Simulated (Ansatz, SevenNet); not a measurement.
For zinc-blende GaP, the machine-learned potential SevenNet-0 (trained on PBE and PBE+U data) gives:

- lattice constant a = 5.508 Å
- TO(Γ) frequency = 287 cm⁻¹
- elastic constant C11 = 100 GPa
- elastic constant C44 = 32.1 GPa
- polycrystal shear modulus = 27.5 GPa

What does r²SCAN+rVV10 (Ansatz, an electronic-structure program, PAW) give for the same quantities?


- lattice constant a: 5.436 Å (drops by 1.3 %)
- zone-centre TO phonon frequency: 363 cm⁻¹ (increases by 26 %)
- elastic constant C11: 144 GPa (grows by 44 %)
- elastic constant C44: 73.4 GPa (goes up by 130 %)
- Voigt–Reuss–Hill shear modulus: 57.8 GPa (rises by 110 %)

For comparison: lattice constant a 5.439 Å (measured, static lattice: zero-point anharmonic expansion removed; as tabulated in Mejia-Rodriguez and Trickey (2018), arXiv:1807.09216); zone-centre TO phonon frequency 366 cm⁻¹ (measured, temperature not stated, not corrected to a static lattice; as tabulated in Han and Bester (2011), arXiv:1107.0196); elastic constant C11 140 GPa (measured, temperature not stated, no zero-point or thermal correction; as tabulated in Råsander and Moram (2015), arXiv:1505.02379); elastic constant C44 70 GPa (measured, temperature not stated, not corrected to a static lattice; as tabulated in Råsander and Moram (2015), arXiv:1505.02379).

Changes are worked out from the printed values.

Unless a cell is named, each level is at its own relaxed cell (SevenNet-0 20.88, r²SCAN+rVV10 20.08 Å³/atom).

Ansatz's density-functional and Hartree–Fock values are scalar-relativistic unless marked +SOC, with PAW data made under PBE.
